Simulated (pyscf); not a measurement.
`[OH][Si]([OH])([OH])[F]` + `[H][H]` -> `[OH][Si]([OH])([OH])[F]` + `[H][H]` (four-centre exchange; singlet surface; H–O, H–H broken, H–O, H–H formed). Single points on ωB97X-D3(BJ)/def2-SVP structures (PySCF, gas phase). Energies in kcal/mol from the separated reactants.

```csv
level,barrier,reaction energy
PBE/def2-TZVP,59.2,0.0
B3LYP-D3(BJ)/def2-TZVP,…,0.0
PBE0-D3(BJ)/def2-TZVP,64.5,0.0
M06-2X/def2-TZVP,71.0,0.0
ωB97M-D3(BJ)/def2-TZVP,67.7,0.0
HF/def2-TZVP,…,0.0
```

### Question
Fill in the missing entries.

### Answer

- B3LYP-D3(BJ)/def2-TZVP, barrier: 66.2
- HF/def2-TZVP, barrier: 89.7

The functionals in the table span 11.8 kcal/mol in this barrier, from PBE to M06-2X. The same reactants have a lower exit, to H₂O + HO–SiH(OH)–F (barrier +54.8 kcal/mol at ωB97M-D3(BJ)/def2-TZVP, against +67.7 kcal/mol here). One saddle was located; it need not be the lowest between these sides.
